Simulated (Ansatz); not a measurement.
Rubidium, bcc: convergence with the k-point mesh

Computed with Ansatz, LDA, scalar-relativistic PAW, on the relaxed cell (a = 5.372 Å; spin not included). Errors count from a run at 420 eV on a Γ-centred 14×14×14 mesh with Fermi-Dirac smearing of 0.1 eV, extrapolated to zero width. Fixed here: cutoff 420 eV, Fermi-Dirac width 0.1 eV. The SCF starts from atomic densities corrected by a trained network.

```csv
k-mesh,E(σ→0) error (meV/atom),P (GPa),SCF iterations
2×2×2,313.1,-0.57,6
2×2×2,313.1,-0.57,6
3×3×3,-99.3,-0.13,6
4×4×4,58.4,0.10,6
5×5×5,-9.0,-0.02,6
7×7×7,-3.5,0.00,7
9×9×9,-2.9,0.00,6
12×12×12,0.7,0.01,6
```

Within 5 meV/atom of the last row: from 7×7×7 on.
